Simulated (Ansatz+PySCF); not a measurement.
## doublet CH₃: levels of theory in one basis

| atom | x (Å) | y (Å) | z (Å) |
| --- | --- | --- | --- |
| C | 0.0000 | 0.0000 | 0.0000 |
| H | 1.1994 | 0.0000 | 0.0000 |
| H | -0.5452 | 0.9443 | 0.0000 |
| H | -0.5452 | -0.9443 | 0.0000 |

Basis set: STO-3G (spherical functions). Frozen core: 1 orbital. Correlation on ROHF uses semicanonical orbitals with singles. Charge 0, multiplicity 2.

Computed with Ansatz (development build ahead of 0.2.0); each method stands on the lowest determinant of its kind that the runs found.

```csv
method,E − E(ROHF) (eV),<S²> of the determinant
ROHF,0.00,0.75
UHF,-0.14,0.77
ROHF-MP2,-1.21,–
UHF-MP2,-1.26,0.77
ROHF-CCSD,-1.85,–
UHF-CCSD,-1.85,0.77
ROHF-CCSD(T),-1.86,–
full CI (lowest root of this spin),-1.86,–
```

Problem. Is a single determinant a sound starting point here?

Solution. By this sign, yes. Unrestricted orbitals gain 0.14 eV and <S²> is 0.77 against 0.75 for a pure state.
